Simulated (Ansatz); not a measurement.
Process, species as SMILES: C=O (CH2-O) → [CH]=O (CH-O) + H atom
B3LYP-D3(BJ)/def2-TZVP geometries, fixed; electronic energies without zero-point terms.
Largest species:
```
C
O 1 1.1989
H 1 1.1075 2 122.05
H 1 1.1075 3 115.91 2 180.00
```
Charge 0, spin multiplicity 1.

Basis-set convergence of the bond dissociation energy at r2SCAN with Ansatz (an electronic-structure program). Cartesian d functions, on some or all atoms, in 6-31G*, 6-31+G*; all else is spherical. The program fits the integrals of some runs and decomposes those of others, by size. Open shells are unrestricted. No added dispersion term, no relativity. Functions are those of the species that has most. Reference: the value in aug-pcseg-3, 91.03 kcal/mol, itself unsure by roughly 0.04 kcal/mol (its mean distance from aug-cc-pVQZ, cc-pV5Z, def2-QZVPPD). Deviations are taken from unrounded values.

| basis | functions | bond dissociation energy (kcal/mol) |
|---|---|---|
| 6-31G* | 34 | 91.79 |
| 6-31+G* | 42 | 91.76 |
| cc-pVDZ | 38 | 89.83 |
| aug-cc-pVDZ | 64 | 90.44 |
| def2-SVP | 38 | 90.78 |
| def2-SVPD | 59 | 91.63 |
| pcseg-1 | 38 | 90.83 |
| aug-pcseg-1 | 64 | 91.08 |
| 6-311G** | 48 | 90.71 |
| 6-311+G** | 56 | 91.11 |
| def2-TZVP | 74 | 90.72 |
| def2-TZVPD | 95 | 90.82 |
| cc-pVTZ | 88 | 91.00 |
| aug-cc-pVTZ | 138 | 91.06 |
| pcseg-2 | 88 | 91.18 |
| aug-pcseg-2 | 138 | 91.14 |
| def2-TZVPP | 90 | 90.92 |
| def2-TZVPPD | 111 | 91.02 |
| cc-pVQZ | 170 | 90.99 |
| aug-cc-pVQZ | 252 | 90.98 |
| def2-QZVPP | 174 | 91.02 |
| def2-QZVPPD | 195 | 90.96 |
| pcseg-3 | 186 | 91.05 |
| aug-pcseg-3 | 268 | 91.03 |

What the diffuse functions change, pair by pair:
- 6-31G* to 6-31+G*: 8 more functions, deviation 0.76 to 0.73 kcal/mol
- cc-pVDZ to aug-cc-pVDZ: 26 more functions, deviation -1.20 to -0.59 kcal/mol
- def2-SVP to def2-SVPD: 21 more functions, deviation -0.25 to 0.60 kcal/mol
- pcseg-1 to aug-pcseg-1: 26 more functions, deviation -0.20 to 0.05 kcal/mol
- 6-311G** to 6-311+G**: 8 more functions, deviation -0.32 to 0.08 kcal/mol
- def2-TZVP to def2-TZVPD: 21 more functions, deviation -0.31 to -0.21 kcal/mol
- cc-pVTZ to aug-cc-pVTZ: 50 more functions, deviation -0.03 to 0.03 kcal/mol
- pcseg-2 to aug-pcseg-2: 50 more functions, deviation 0.15 to 0.10 kcal/mol
- def2-TZVPP to def2-TZVPPD: 21 more functions, deviation -0.11 to -0.01 kcal/mol
- cc-pVQZ to aug-cc-pVQZ: 82 more functions, deviation -0.04 to -0.05 kcal/mol
- def2-QZVPP to def2-QZVPPD: 21 more functions, deviation -0.01 to -0.07 kcal/mol
- pcseg-3 to aug-pcseg-3: 82 more functions, deviation 0.02 to 0.00 kcal/mol

Leaving out the reference's own pair, they bring the value nearer the reference by more than 0.04 kcal/mol in 5 of 11 pairs.
